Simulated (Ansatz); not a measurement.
**[SiPH4]− (SMILES [SiH2-]P) at 6 levels**

Aim: a comparison of 6 runs (BHLYP/STO-3G, r2SCAN0/STO-3G, wB97X/STO-3G, RPA@PBE/STO-3G, MP2/STO-3G, CCSDT(Q)/STO-3G) of [SiPH4]−. 

The calculation is run with Ansatz 0.2.0.

## 1. The structure to begin with

The species is [SiPH4]− (6 atoms), meant as a singlet with charge -1. SMILES: `[SiH2-]P`. The H5–P2 distance was set to 3.438 Å, away from the relaxed value. At this shape a bond of the SMILES string is far longer than usual.

Bond lengths: Si1–P2 2.225 Å, Si1–H3 1.503 Å, Si1–H4 1.503 Å, P2–H6 1.375 Å. Angles: Si1–P2–H6 94.1°, P2–Si1–H3 96.4°, P2–Si1–H4 96.5°, H3–Si1–H4 96.7°.

## 2. A single-point energy at BHLYP/STO-3G (run 1)

File run.yaml:

```yaml
crystal:
  periodic: [false, false, false]
  atoms:
    - {symbol: Si, position_ang: [-0.786307, -1.760948, 1.416027]}
    - {symbol: P, position_ang: [-1.499187, 0.330282, 1.681247]}
    - {symbol: H, position_ang: [-1.531047, -2.341688, 2.585507]}
    - {symbol: H, position_ang: [-1.786037, -2.149208, 0.362787]}
    - {symbol: H, position_ang: [0.407400, 1.565440, -0.899820]}
    - {symbol: H, position_ang: [-0.524607, 0.650632, 2.597487]}
basis:
  gaussian:
    orbitals: STO-3G
total_charge: -1
hamiltonian:
  xc: {name: BHLYP}
accuracy: high
```

On the command line:

```bash
$ ansatz run run.yaml --threads 1 --pin off --max-ram 2610MiB --events-out events.jsonl --progress --plain --runs-dir runs
```

The log of the run:

```text
Warning: RAYON_NUM_THREADS=1 ignored (pool sized by the plan → 1); use --threads N
Functional definition: BHLYP
  name "BHLYP"
  parameter a = 0.5
  exchange = (1 - a)*b88_x + a*exact_x
  correlation = lyp_c
387 factors; integrals over basis functions are off by at most 2.6e-9 eV
mean field evaluation 1: about -17018.9991 eV, gradient 1.6e1 eV
mean field evaluation 2: about -17005.4451 eV, gradient 2.4e1 eV
mean field evaluation 4: about -17020.4733 eV, gradient 2.0e1 eV
mean field evaluation 8: about -17020.9104 eV, gradient 1.9e1 eV
mean field evaluation 16: about -17023.3589 eV, gradient 2.2e-7 eV
mean field -17023.35891283 eV, -625.5969011995 hartree, gradient 2.6e-8 eV, S^2 0.000000; 0 other end points of the search recorded, 0 dependent functions left out
reference -17023.35893524 eV, -625.5969020230 hartree; 17, 17 occupied and 5, 5 virtual orbitals, 387 factors
Total energy: -17023.35893524 eV, -625.5969020230 hartree
```

Wall time 1 s (1 thread of AMD EPYC 9R14 (Zen 4), shared host); peak memory 0.12 GiB.

## 3. A single-point energy at r2SCAN0/STO-3G (run 2)

File molecule.yaml:

```yaml
crystal:
  periodic: [false, false, false]
  atoms:
    - {symbol: Si, position_ang: [-0.786307, -1.760948, 1.416027]}
    - {symbol: P, position_ang: [-1.499187, 0.330282, 1.681247]}
    - {symbol: H, position_ang: [-1.531047, -2.341688, 2.585507]}
    - {symbol: H, position_ang: [-1.786037, -2.149208, 0.362787]}
    - {symbol: H, position_ang: [0.407400, 1.565440, -0.899820]}
    - {symbol: H, position_ang: [-0.524607, 0.650632, 2.597487]}
basis:
  gaussian:
    orbitals: STO-3G
total_charge: -1
hamiltonian:
  xc: {name: r2SCAN0}
accuracy: high
```

On the command line:

```bash
$ ansatz run molecule.yaml --threads 1 --pin off --max-ram 2610MiB --events-out events.jsonl --progress --plain --runs-dir runs
```

The log of the run:

```text
Warning: RAYON_NUM_THREADS=1 ignored (pool sized by the plan → 1); use --threads N
Functional definition: r2SCAN0
  name "r2SCAN0"
  parameter a = 0.25
  parameter k0 = 0.174
  parameter k1 = 0.065
  parameter a1 = 4.9479
  exchange = (1 - a)*r2scan_x(k0 = k0, k1 = k1, a1 = a1) + a*exact_x
  correlation = r2scan_c
387 factors; integrals over basis functions are off by at most 2.6e-9 eV
mean field evaluation 1: about -17017.5335 eV, gradient 1.9e1 eV
mean field evaluation 2: about -17003.5189 eV, gradient 2.7e1 eV
mean field evaluation 4: about -17009.1834 eV, gradient 2.2e1 eV
mean field evaluation 8: about -17020.5459 eV, gradient 9.7e0 eV
mean field evaluation 16: about -17023.0715 eV, gradient 1.4e-7 eV
mean field -17023.07151439 eV, -625.5863395016 hartree, gradient 7.1e-9 eV, S^2 0.000000; 0 other end points of the search recorded, 0 dependent functions left out
reference -17023.07151479 eV, -625.5863395162 hartree; 17, 17 occupied and 5, 5 virtual orbitals, 387 factors
Total energy: -17023.07151479 eV, -625.5863395162 hartree
```

Wall time 2 s (1 thread of AMD EPYC 9R14 (Zen 4), shared host); peak memory 0.17 GiB.

Runs 3 to 4 aren't shown in full; the table further down has their settings and results.

## 4. The energy at MP2/STO-3G (run 5)

molecule.yaml, as its differences from that of step 3:

```diff
@@ -1 +1,3 @@
+basis:
+  gaussian: {orbitals: STO-3G}
 crystal:
@@ -9,8 +11,4 @@
     - {symbol: H, position_ang: [-0.524607, 0.650632, 2.597487]}
-basis:
-  gaussian:
-    orbitals: STO-3G
 total_charge: -1
-hamiltonian:
-  xc: {name: r2SCAN0}
+correlation: {method: mp2, frozen_orbitals: {H: 0, P: 5, Si: 5}}
 accuracy: high
```

On the command line:

```bash
$ ansatz run molecule.yaml --threads 1 --pin off --max-ram 2610MiB --events-out events.jsonl --progress --plain --runs-dir runs
```

The log of the run:

```text
Warning: RAYON_NUM_THREADS=1 ignored (pool sized by the plan → 1); use --threads N
Functional definition: HF
  name "HF"
  exchange = exact_x
  correlation = 0
387 factors; integrals over basis functions are off by at most 2.6e-9 eV
mean field evaluation 1: about -16986.8239 eV, gradient 1.1e1 eV
mean field evaluation 2: about -16986.8503 eV, gradient 1.0e1 eV
mean field evaluation 4: about -16988.2454 eV, gradient 5.9e0 eV
mean field evaluation 8: about -16989.0320 eV, gradient 1.8e0 eV
mean field evaluation 16: about -16989.0621 eV, gradient 2.4e-8 eV
mean field -16989.06212342 eV, -624.3365174356 hartree, gradient 5.3e-8 eV, S^2 0.000000; 0 other end points of the search recorded, 0 dependent functions left out; unrestricted orbitals would lower it
unrestricted determinant -16993.28272067 eV, -624.4916215238 hartree, S^2 1.0033
10 core orbitals not correlated: weight in the atoms' cores, before any rotation towards them, 1.000 or more for the frozen orbitals, at most 0.000 for the correlated occupied ones
reference -16989.06212342 eV, -624.3365174356 hartree; 7, 7 occupied and 5, 5 virtual orbitals, 387 factors
second order -4.24003626 eV of doubles, -0.00000000 eV of singles
Total energy: -16993.30215968 eV, -624.4923358943 hartree
```

Wall time 0.16 s (1 thread of AMD EPYC 9R14 (Zen 4), shared host).

## 5. A single-point energy at CCSDT(Q)/STO-3G (run 6)

run.yaml, as its differences from that of step 2:

```diff
@@ -10,7 +10,6 @@
 basis:
-  gaussian:
-    orbitals: STO-3G
+  gaussian: {orbitals: STO-3G}
 total_charge: -1
-hamiltonian:
-  xc: {name: BHLYP}
+correlation: {method: ccsdt_q, frozen_orbitals: {H: 0, P: 5, Si: 5}}
 accuracy: high
+scf: {omitted_lower_state_checks: [cluster_reference, increment]}
```

On the command line:

```bash
$ ansatz run run.yaml --threads 1 --pin off --max-ram 2610MiB --events-out events.jsonl --progress --plain --runs-dir runs
```

The log of the run:

```text
Warning: RAYON_NUM_THREADS=1 ignored (pool sized by the plan → 1); use --threads N
[... 12 lines left out ...]
10 core orbitals not correlated: weight in the atoms' cores, before any rotation towards them, 1.000 or more for the frozen orbitals, at most 0.000 for the correlated occupied ones
[... 43 lines left out ...]
WARN: these amplitudes may be one of several solutions (largest doubles amplitude 1.05, level shift 7.97 eV)
Total energy: -16995.43667475 eV, -624.5707778762 hartree
Checks for a lower state left out: cluster_reference, increment
```

It took 0.38 s on 1 thread of AMD EPYC 9R14 (Zen 4), shared host.

## 6. Overview of the runs

| run | level | frozen core orbitals | energy (Eh) | wall time |
| --- | --- | --- | --- | --- |
| 1 | BHLYP/STO-3G | – | -625.596902 | 1 s |
| 2 | r2SCAN0/STO-3G | – | -625.586340 | 2 s |
| 3 | wB97X/STO-3G | – | -625.577496 | 3.6 s |
| 4 | RPA@PBE/STO-3G | 10 | -624.632598 | 1.4 s |
| 5 | MP2/STO-3G | 10 | -624.492336 | 0.16 s |
| 6 | CCSDT(Q)/STO-3G | 10 | -624.570778 | 0.38 s |

## 7. What came out

| quantity | value |
| --- | --- |
| run 6: total energy | -624.57078 Eh |
| run 6: correlation energy (10 core orbitals frozen) | -234.3 mEh |
| run 6: T1 diagnostic | 0.137 |

Totals of different functionals can't be ranked against each other. In runs 4, 5, 6 the log says that unrestricted orbitals would lower the reference, so the values rest on an unstable closed-shell determinant (other closed-shell runs at this shape may share the fault). In runs 1, 2, 3, 4, 5, 6 the basis is minimal, so the values are rough. All runs together took 8.5 s, the longest 3.6 s.
